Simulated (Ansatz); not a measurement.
**AlSiH (singlet): from Hartree-Fock to the top rungs at scale of all distances = 1.518, 6-31G**

How much of the correlation energy of AlSiH (singlet) does each wave-function method recover here?

The runs use Ansatz 0.2.0, Gaussian basis; 6-31G, core rule «outside noble gas», up to 10 orbitals frozen.

To be run: UHF; CCSD(T) on RHF; CCSD(T) on UHF; BCCD(T) on RHF; CISD; CCSDT(Q) on RHF; CCSDT(Q) on UHF; CISDTQ; CCSDTQ on RHF; CCSDTQ on UHF; CASSCF and MRCISD+Q, 2 electrons in 2 orbitals; CASSCF and NEVPT2, 2 electrons in 2 orbitals; CASSCF and MRCISD+Q, 8 electrons in 9 orbitals; CASSCF and NEVPT4(SD), 8 electrons in 9 orbitals; CASSCF and NEVPT2, 8 electrons in 9 orbitals; Full CI.

20 further runs of the same task are left out: 2 for a mislabelled method, 1 for a known fault of the program, 12 that didn't finish, 5 set aside as unsound or not needed.

## (1) The geometry

The geometry derives from a PBE0/def2-TZVP stationary point (not a proven minimum). All distances are scaled together.

3 atoms, charge 0, spin multiplicity 1.

Atoms are counted from 1 here; the program's logs count them from 0.

No contacts short enough for the rule that draws bonds.

## (2) UHF

The input, in.yaml:

```yaml
crystal:
  periodic: [false, false, false]
  atoms:
    - {symbol: Si, position_ang: [0.000000, 0.000000, -3.189021]}
    - {symbol: Al, position_ang: [0.000000, 0.000000, 0.384053]}
    - {symbol: H, position_ang: [0.000000, 0.000000, 2.804968]}
basis:
  gaussian: {orbitals: 6-31G}
magnetization: {spin_polarized: true, initial_magnetization: 0}
hamiltonian: {xc: hf}
output: {orbitals: {seedname: orbitals}}
```

Started as:

```bash
$ ansatz run in.yaml --threads 1 --pin off --events-out ev --progress --plain --max-ram 2393MiB
```

Further steps of the session: CCSD(T) on RHF; CCSD(T) on UHF; BCCD(T) on RHF; CISD; CCSDT(Q) on RHF; CCSDT(Q) on UHF; CISDTQ; CCSDTQ on RHF; CCSDTQ on UHF; CASSCF and MRCISD+Q, 2 electrons in 2 orbitals; CASSCF and NEVPT2, 2 electrons in 2 orbitals; CASSCF and MRCISD+Q, 8 electrons in 9 orbitals; CASSCF and NEVPT4(SD), 8 electrons in 9 orbitals; CASSCF and NEVPT2, 8 electrons in 9 orbitals; Full CI.

Q: Predict the results of all the runs planned. Wanted: FCI below the RHF energy; RMP2 from FCI; RCCSD from FCI; RCCSD(T) from FCI; RCCSDT(Q) from FCI; NEVPT2 valence from FCI; NEVPT4(SD) valence from FCI; MRCISD+Q valence from FCI; T1 diagnostic.

The runs gave:

| quantity | value |
| --- | --- |
| FCI below the RHF energy | -3.1012 eV |
| RMP2 from FCI | +136.8 kJ/mol |
| RCCSD from FCI | +25.4 kJ/mol |
| RCCSD(T) from FCI | +17.2 kJ/mol |
| RCCSDT(Q) from FCI | +2.2 kJ/mol |
| NEVPT2 valence from FCI | +24.0 kJ/mol |
| NEVPT4(SD) valence from FCI | +5.1 kJ/mol |
| MRCISD+Q valence from FCI | +1.3 kJ/mol |
| levels within 1 kcal/mol (43 meV) | RCCSDT(Q), RCCSDTQ, MRCISD valence, MRCISD+Q valence |
| T1 diagnostic | 0.046 |
| effectively unpaired electrons | 2.44 |

RCCSD(T) misses by +17.2 kJ/mol, 5.8 % of the correlation energy. With 2.4 effectively unpaired electrons against 0 the state is strongly multireference. Of the multireference levels listed MRCISD+Q valence comes nearest in total energy (+1.3 kJ/mol), which doesn't show that its space is the better one. These misses are within one basis, not against nature.
